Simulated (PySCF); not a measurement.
# Reproducing measurements on methylcyclopropane

**The experiment to reproduce.**

NIST CCCBDB Release 22 (SRD 101), experimental dipoles lists, for the gas: dipole moment 0.139 D.

The runs below try to reproduce these values; the comparison stands at the end.

Species: methylcyclopropane, C4H8.
Atom-mapped SMILES: `[CH3:1][CH:2]1[CH2:3][CH2:4]1` (hydrogens: H5, H6, H7 on C1; H8 on C2; H9, H10 on C3; H11, H12 on C4)

Geometry (GFN2-xTB, Å), atoms numbered from 1 in this order:
```
atom  x, y, z in Å
C1     1.4641    0.1247    0.1095
C2     0.1213   -0.1937   -0.4971
C3    -0.9855   -0.7135    0.3687
C4    -1.0614    0.6746   -0.1931
H5     2.0794   -0.7721    0.1693
H6     1.3434    0.5274    1.1126
H7     1.9926    0.8600   -0.4957
H8     0.1838   -0.5967   -1.5013
H9    -1.6468   -1.4674   -0.0303
H10   -0.7939   -0.8211    1.4257
H11   -1.7743    0.8737   -0.9787
H12   -0.9215    1.5034    0.4844
```

The PySCF runs (gas phase, on this GFN2-xTB geometry; no spin–orbit coupling):

| level | job | basis functions |
| --- | --- | --- |
| PBE0/pcSseg-1 | shieldings, ring-centre shieldings, charges and field gradients | 108 |
| PBE0/ANO-RCC-VDZP, grid level 1, start guess sap | shieldings, ring-centre shieldings | 96 |
| CAM-B3LYP/def2-SVPD | 8 singlets by full TDDFT, 3 Tamm–Dancoff triplets, polarisability | 144 |
| PBE0/def2-SVPD | 6 singlets by full TDDFT, 2 Tamm–Dancoff triplets, polarisability | 144 |
| PW91/cc-pVTZ, start guess sap, energy threshold 1e-08 Eh | 1 singlet by full TDDFT, 5 Tamm–Dancoff triplets, polarisability | 232 |
| B3LYP/pcJ-1 | spin–spin couplings from 12 perturbed nuclei, spin–dipole term left out | 188 |

## Comparison

**Dipole moment.** Measured: 0.139 D (NIST CCCBDB Release 22 (SRD 101), experimental dipoles).

```tsv
level	computed (D)	computed − measured (D)
PBE0/pcSseg-1	0.147	+0.008
PBE0/ANO-RCC-VDZP	0.118	-0.021
CAM-B3LYP/def2-SVPD	0.128	-0.011
PBE0/def2-SVPD	0.126	-0.013
PW91/cc-pVTZ	0.126	-0.013
B3LYP/pcJ-1	0.137	-0.002
```

Closest is B3LYP/pcJ-1 (-0.002 D), furthest PBE0/ANO-RCC-VDZP (-0.021 D); one molecule doesn't rank methods. The computed dipoles belong to one fixed geometry; measured ones are averaged over vibrations unless marked μe. Magnitudes are compared, not signs.

The geometry is computed, not the measured one. Where a level misses, the cause wasn't examined.
